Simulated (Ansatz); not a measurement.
We consider rutile CrO₂, described by PBE (PAW; Ansatz, an electronic-structure program).

Run with plane-wave cutoff 500 eV, 10×10×14 k mesh (along the axes of the cell as run), Fermi–Dirac smearing 0.05 eV, ferromagnetic start, spin-polarised with parallel moments, scalar-relativistic PAW data made under PBE.

Cell (relaxed at this level):

```xyz
6
Lattice="4.4443 0.0000 0.0000 0.0000 4.4443 0.0000 0.0000 0.0000 2.9207" Properties=species:S:1:pos:R:3 pbc="T T T"
Cr     0.0000     0.0000     0.0000
Cr     2.2221     2.2221     1.4603
O      1.3490     1.3490     0.0000
O      3.0953     3.0953     0.0000
O      0.8731     3.5712     1.4603
O      3.5712     0.8731     1.4603
```

Estimate the magnetic moment (largest site, within a sphere) that the calculation returns.


- magnetic moment (largest site, within a sphere) = 1.75 μB

Moments are spin moments.

The result took very roughly 5 core-minutes.
